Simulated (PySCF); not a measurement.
# Exact simulation of a proton spin system

Molecule: `C=COC=C`, C4H6O.

Geometry (Å), atoms numbered from 1 in this order:
```xyz
11

C    -2.0660    0.4188   -1.0745
C    -1.0857   -0.2253   -0.4449
O     0.0577    0.3902   -0.0663
C     1.0074   -0.3286    0.5749
C     2.1556    0.2098    0.9799
H    -1.9830    1.4811   -1.3116
H    -2.9685   -0.1213   -1.3595
H    -1.1449   -1.2924   -0.1948
H     0.7611   -1.3860    0.7363
H     2.3767    1.2649    0.8076
H     2.8897   -0.4110    1.4927
```

All values are calculated (PySCF): geometry: PBE0-D3(BJ)/def2-SVP, GIAO PBE0/pcSseg-1 shieldings, J: B3LYP/pcJ-1 (without the spin–dipole term). Non-relativistic Hamiltonian, no solvent, rapidly exchanging positions averaged, one computed conformer.

Referencing at the same level of theory: TMS for $^{1}$H (σ = 31.27 ppm).

Shifts (ppm): H6/H10 4.81, H7/H11 4.28, H8/H9 6.22.
Couplings (Hz): H6–H7, H10–H11: -1.1; H6–H8, H9–H10: 14.7; H6–H10: 0.3; H6–H11, H7–H10: 0.3; H7–H8, H9–H11: 7.3; H7–H9, H8–H11: -0.2; H7–H11: 0.6; H8–H9: -0.3.

The 6-spin Hamiltonian (Zeeman plus full scalar coupling among like nuclei) was diagonalised exactly; lines are Lorentzian, 1.0 Hz wide, and the maxima above 3 % are listed with the tallest set to 100.

Question: Give the $^{1}$H peak list of this spin system at 200 MHz.

Answer: 
δ in ppm (height): 6.276 (68), 6.240 (73), 6.202 (77), 6.167 (78), 4.848 (99), 4.844 (100), 4.774 (89), 4.770 (90), 4.299 (97), 4.296 (93), 4.264 (90), 4.260 (92)

Question: And at 700 MHz?

Answer: 
Hz from δ = 0 (height): 4365.0 (75), 4357.8 (78), 4350.4 (79), 4343.1 (78), 3374.7 (100), 3373.9 (100), 3360.0 (97), 3359.2 (97), 2999.9 (99), 2999.2 (96), 2992.7 (95), 2992.1 (98)

Question: Among coupled protons with different shifts, which pair is furthest from first order, and how does the field change that?

Answer: H6 and H8: Δν/J is about 19.2 at 200 MHz (close to first order) and 67.1 at 700 MHz (close to first order). J in Hz doesn't depend on the field, while Δν in Hz grows in proportion to it.

Unscaled 3J(H,H) at this level run about 9 % above measured values.
